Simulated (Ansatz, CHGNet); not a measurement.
For rock-salt AgBr, the machine-learned potential CHGNet 0.3.0 (trained on PBE and PBE+U data) gives:

lattice constant a: 5.874 Å
elastic constant C11: 32.9 GPa
elastic constant C44: 4.41 GPa
polycrystal shear modulus: 3.60 GPa

What does PBE0 in Ansatz (PAW) give for the same quantities?


- lattice constant a: 5.825 Å (drops by 0.8 %)
- elastic constant C11: 55.3 GPa (grows by 68 %)
- elastic constant C44: 8.30 GPa (goes up by 88 %)
- Voigt–Reuss–Hill shear modulus: 9.55 GPa (increases by 170 %)

For comparison: lattice constant a 5.772 Å (measured, temperature not stated, no zero-point or thermal correction; as tabulated in Jana et al. (2018), arXiv:1803.03840); elastic constant C11 63.1 GPa (measured, 195 K, not corrected to a static lattice; as tabulated in Jochym and Parlinski (2001), arXiv:1301.6254); elastic constant C44 7.65 GPa (measured, 195 K, not corrected to a static lattice; as tabulated in Jochym and Parlinski (2001), arXiv:1301.6254).

Changes are worked out from the printed values.

Unless a cell is named, each level is at its own relaxed cell (CHGNet 0.3.0 25.33, PBE0 24.71 Å³/atom).

Ansatz's density-functional and Hartree–Fock values are scalar-relativistic unless marked +SOC, with PAW data made under PBE.

Ansatz is a quantum-chemistry and plane-wave program.
